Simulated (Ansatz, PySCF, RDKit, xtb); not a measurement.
# Which structure has the formula C2HS−?

Task: start from the formula C2HS− (charge -1), draw up candidate structures, narrow them down in stages, and characterise the one that lies lowest at 298.15 K.

Plan: many cheap relaxations first (GFN2-xTB), then density-functional screening, relaxation at BLYP-D3(BJ)/def2-SVPD, vibrations and a final energy. The numbers are computed, not measured.

4 further runs of the same task are left out: 4 set aside as unsound or not needed.

### 1 Drawing up candidates

All bonding patterns within simple valence rules are listed by program: one Lewis structure each, at most two rings and one unusual centre or charged pair. O–O, O–halogen and N–halogen bonds and N–N–N chains are not drawn. That gives 6 candidates.

| label | SMILES | spin |
| --- | --- | --- |
| c028 | C#C[S-] | singlet |
| c268 | [C]=C[S-] | triplet |
| c319 | [C-]1=CS1 | singlet |
| c396 | [C]=C[S-] | singlet |
| c825 | [C-]#S#C | singlet |
| c992 | [C-]#CS | singlet |

Candidates are built by distance geometry, with a force field where one applies, in up to four conformers (letters a to d). 10 starts with atoms placed at random are added, to find patterns that the rules miss.

**Question.** With final energies at CCSD(T)/def2-TZVPPD, which structure will this search put lowest in free energy, and by what margin?

| quantity | value |
| --- | --- |
| lowest structure found | C#C[S-], singlet, C∞v |
| next finalist | [C-]#CS, singlet, 38.5 kcal/mol higher in G |
| share at equilibrium, among the finalists | 100.0 % |
| harmonic wavenumbers, lowest and highest (BLYP-D3(BJ)/def2-SVPD) | 129 and 3391 cm⁻¹ |
| rotational constants, same geometry | 0.1844 cm⁻¹ |
| HOMO energy (PBE0/def2-TZVPD) | -0.48 eV |
| LUMO energy (PBE0/def2-TZVPD) | 3.99 eV |
| HOMO–LUMO gap (to an unbound level, set by the basis) (PBE0/def2-TZVPD) | 4.47 eV |
| lowest excitation (TD-B3LYP/def2-SVPD) | 4.03 eV (f = 0.001) |
| lowest triplet excitation, same level, Tamm-Dancoff | 3.93 eV |
| vertical detachment energy | 2.50 eV |
| vertical triplet less singlet | +3.57 eV |

The lowest structure found is `C#C[S-]`. Among the finalists first place is clear (38.5 kcal/mol); structures outside the list aren't covered. BLYP-D3(BJ)/def2-SVPD, HF/def2-TZVPPD and MP2/def2-TZVPPD already put its bonding pattern lowest among the structures in one piece. A large T1 diagnostic among the finalists warns that one reference determinant may not suffice. It concerns: the finalist [C]=C[S-] (singlet). In an anion, excitations above the detachment energy lie in the continuum and hang on the basis, so they needn't be bound states. The search is not exhaustive (a finite list of starts, one conformer a finalist), so a lower isomer can't be ruled out.
